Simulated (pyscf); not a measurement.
Homolytic dissociation enthalpies at 298 K of Al–O, Ga–O, In–O bonds in 6 gas-phase molecules, in kcal/mol. Structures and frequencies: ωB97X-D3(BJ)/def2-SVP in PySCF. Correlated levels are frozen-core, on RHF or UHF. ΔMP2 is the change of the MP2 total energy from the triple- to the quadruple-zeta basis. Both columns use the same structures and thermal terms. Rows were drawn at random from the closed-shell molecules with such a bond whose radicals are computed, keep their shape and have no isomer in the data more than 5 kcal/mol lower.

```json
[
 {"row": "1", "molecule": "HO–AlH–PH₂", "radicals": "OH• + [HAl–PH₂]•", "r²SCAN/def2-TZVP": "122.9", "CCSD(T)/def2-TZVPP + ΔMP2(QZVPP)": "128.3"},
 {"row": "2", "molecule": "HO–In(OH)–OH", "radicals": "OH• + [HO–In–OH]•", "r²SCAN/def2-TZVP": "77.5", "CCSD(T)/def2-TZVPP + ΔMP2(QZVPP)": "84.9"},
 {"row": "3", "molecule": "H₂N–InH–OH", "radicals": "[H₂N–InH]• + OH•", "r²SCAN/def2-TZVP": "86.2", "CCSD(T)/def2-TZVPP + ΔMP2(QZVPP)": "?"},
 {"row": "4", "molecule": "H₃C–GaH–OH", "radicals": "[H₃C–GaH]• + OH•", "r²SCAN/def2-TZVP": "106.8", "CCSD(T)/def2-TZVPP + ΔMP2(QZVPP)": "112.5"},
 {"row": "5", "molecule": "H₂N–Al(OH)–Cl", "radicals": "[H₂N–Al–Cl]• + OH•", "r²SCAN/def2-TZVP": "124.0", "CCSD(T)/def2-TZVPP + ΔMP2(QZVPP)": "129.5"},
 {"row": "6", "molecule": "HO–Ga(OH)–OH", "radicals": "OH• + [HO–Ga–OH]•", "r²SCAN/def2-TZVP": "100.0", "CCSD(T)/def2-TZVPP + ΔMP2(QZVPP)": "107.2"}
]
```

### Question
Fit a line that carries the r²SCAN values to the last column and predict row 3.

### Answer
In the 5 complete rows the last column lies 5.4 to 7.4 kcal/mol from r²SCAN (mean 6.2, median 5.7). Least squares gives y = 11.6 + 0.95·x with residuals of 0.4 kcal/mol (root mean square). For row 3: 11.6 + 0.95 × 86.2 = 93.5 kcal/mol. The computed value is 92.4 kcal/mol, 1.1 under the line. The CCSD(T) − MP2 part came from Ansatz, without density fitting, on the same reference. The frozen core leaves the outer d or s,p core shells of the metals and heavy elements correlated in the MP2 and CC values, and def2-TZVPP describes them poorly, which can shift differences by a few kcal/mol. Left out: the spin-orbit lowering of OH. Elements up to Kr have no core potential and no relativistic terms here. Elements past Kr carry the def2 core potentials, without spin-orbit coupling.
